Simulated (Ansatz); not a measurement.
Two shapes of singlet C₃H₄.

Shape 1:

```xyz
7

C     0.0000    0.0000   -1.3078
C     0.0000    0.0000    0.0000
C     0.0000    0.0000    1.3078
H     0.0000   -0.9368   -1.8749
H     0.0000    0.9368   -1.8749
H    -0.9368    0.0000    1.8749
H     0.9368    0.0000    1.8749
```

Shape 2:

```xyz
7

C    -0.0107   -0.0158   -1.2616
C     0.0396   -0.0211    0.0221
C    -0.0007   -0.0471    1.3245
H    -0.0409   -0.9622   -1.8614
H     0.0329    0.9375   -1.8373
H    -0.9202    0.0108    1.8290
H     0.9266    0.0472    1.8879
```

Basis set: def2-TZVP (spherical functions). Correlated methods keep 3 orbitals frozen. Charge 0, multiplicity 1.

Computed with Ansatz (development build ahead of 0.2.0); each method stands on the lowest determinant of its kind that the runs found.

(1) Which shape is lower in energy, and by how much in each method?

## Answers

(1)

```
 method  E(2) − E(1) (eV)
    RHF             0.071
RHF-MP2             0.098
```

Shape 1 is lower.
